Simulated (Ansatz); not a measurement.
This geometry of AlClH₂N (5 atoms, charge -1, multiplicity 1) is a first-order saddle point.

Theory: RKS B3LYP-D4/cc-pVDZ (Ansatz 0.2.0).

```xyz
5
Properties=species:S:1:pos:R:3
N -1.253 -0.244 0.036
Al 0.379 0.085 0.136
Cl 1.736 0.212 -1.673
H -2.235 -0.431 0.136
H 1.372 0.377 1.364
```

Q: Which two structures does it join? (They come from a converged band through this point; their orientation in space is the band's.)

A: No bond is made or broken. The dihedral H4–N1–Al2–Cl3 changes from -180 to 0° by way of a nearly straight angle H4–N1–Al2 (up to 171°), not by a turn about the bond.

First end point:

```xyz
5
Properties=species:S:1:pos:R:3
N -1.308 -0.294 -0.450
Al 0.303 0.067 0.087
Cl 1.922 0.268 -1.460
H -1.984 -0.367 0.326
H 1.066 0.327 1.497
```

Last end point:

```xyz
5
Properties=species:S:1:pos:R:3
N -1.355 -0.234 0.413
Al 0.334 0.083 0.225
Cl 1.607 0.188 -1.658
H -1.919 -0.413 -0.428
H 1.333 0.376 1.448
```

Q: How far does it lie above each of them?

A: 0.179 eV above the first and 0.286 eV above the second. This is the barrier of this one path; another mechanism may lie lower. Limits of this set-up: an anion without diffuse functions, the dipole of an ion depends on the origin.

Run time: 41 s on 1 thread of AMD EPYC 7R43 64-Core Processor (Zen 3), with other jobs on the host, peak memory 0.13 GiB.
